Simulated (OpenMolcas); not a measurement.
# AlHCl2 (SMILES [Cl][AlH][Cl]): methods side by side

AlHCl2: 4 atoms, total charge 0, spin state singlet. As SMILES, `[Cl][AlH][Cl]`. The shape comes from GFN2-xTB, which is rough for such elements, and wasn't checked as a minimum.

```xyz
4

Cl   -1.2355    0.6985    1.3817
Al    0.0743    0.0537   -0.0186
Cl   -0.1211   -1.6803   -1.0423
H     1.2823    0.9281   -0.3208
```

Quantity: the energy change with the Al2–H4 bond stretched from 1.522 to 2.663 Å, in eV. The values are calculated.

```
                     level                   kind     program  value (eV)  less FCI/STO-3G  CPU time (all runs)
    HF/STO-3G (restricted)           Hartree–Fock  OpenMolcas        6.24            +2.18                6.1 s
   PBE/STO-3G (restricted)                    GGA  OpenMolcas        4.34            +0.28                 15 s
 B3LYP/STO-3G (restricted)          global hybrid  OpenMolcas        4.70            +0.64                 14 s
B2PLYP/STO-3G (restricted)          double hybrid  OpenMolcas        4.89            +0.83                 12 s
        CASPT2(2,2)/STO-3G         multireference  OpenMolcas        4.08            +0.02                  7 s
     SC-NEVPT2(2,2)/STO-3G         multireference  OpenMolcas        4.07            +0.01                6.8 s
  ACPF/STO-3G (restricted)  coupled cluster or CI  OpenMolcas        3.27            -0.79                7.3 s
                FCI/STO-3G     exact in the basis  OpenMolcas        4.06             0.00              4.9 min
```

FCI/STO-3G is exact within its basis and frozen core, so for wave-function methods in that basis the difference is their error; functionals converge differently with the basis, so for them it is only a difference. Spin-restricted single references rise too steeply as a bond breaks, Hartree–Fock most of all. Perturbation and coupled-cluster corrections on them can overshoot downwards. The first shape isn't each level's own minimum. The values span 3.27 to 6.24 eV. All rows use very small basis sets, so even the best lies far from the true value. CPU times are rough (shared hosts, several kinds of processor): they show what a rung costs within a factor of a few.
